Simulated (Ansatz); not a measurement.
**AlH₃O, triplet: from triple and quadruple zeta to the limit**

```xyz
5

Al   -1.0312    0.0000    0.0000
H    -1.8241    1.3734    0.0000
H    -1.8241   -1.3734    0.0000
H     0.5547    0.0000    0.0000
O     1.9338    0.0000    0.0000
```

Connectivity, by distances: AlH3 ··· O.

Ansatz 0.2.0, UHF determinant, valence electrons correlated. Energies in eV.

```json
{"set": "def2-TZVPP", "X": "3", "functions": "115", "Hartree–Fock": "-8664.7071", "MP2 correlation": "-7.0682", "CCSD(T) correlation": "-8.3968", "time": "13 s on 1 × NVIDIA H100 80GB HBM3 with 1 thread of AMD EPYC 7R13 Processor (Zen 3), on a shared host"}
{"set": "def2-QZVPP", "X": "4", "functions": "217", "Hartree–Fock": "-8665.0011", "MP2 correlation": "-7.6888", "CCSD(T) correlation": "-8.9720", "time": "21 s on 1 × NVIDIA H100 80GB HBM3 with 1 thread of AMD EPYC 7R13 Processor (Zen 3), on a shared host"}
```

Hartree–Fock is taken to follow E(X) = E∞ + A·exp(−7.88·√X), correlation E(X) = E∞ + B·X^−2.97.

Cautions: lower spins were not checked.

Question: Work out the CCSD(T) energy at the limit, and how far the shortcut misses it that extrapolates MP2 and adds CCSD(T) minus MP2 from the smaller set.

Answer: Hartree–Fock: E∞ = E4 + 0.1377·(E4 − E3) = -8665.0416. Correlation: E∞ = E4 + 0.7407·(E4 − E3) = -9.3981 for CCSD(T) and -8.1484 for MP2. The limit is -8674.4396 eV, 0.467 eV below def2-QZVPP. The shortcut gives a correlation energy of -8.1484 + (-1.3286) = -9.4771, 79 meV lower than the direct value.

Past Ne part of the Hartree–Fock step between the two sets comes from the cores, which don't follow the formula, so the 40 meV that it adds to the total can overshoot; that part largely cancels in differences.
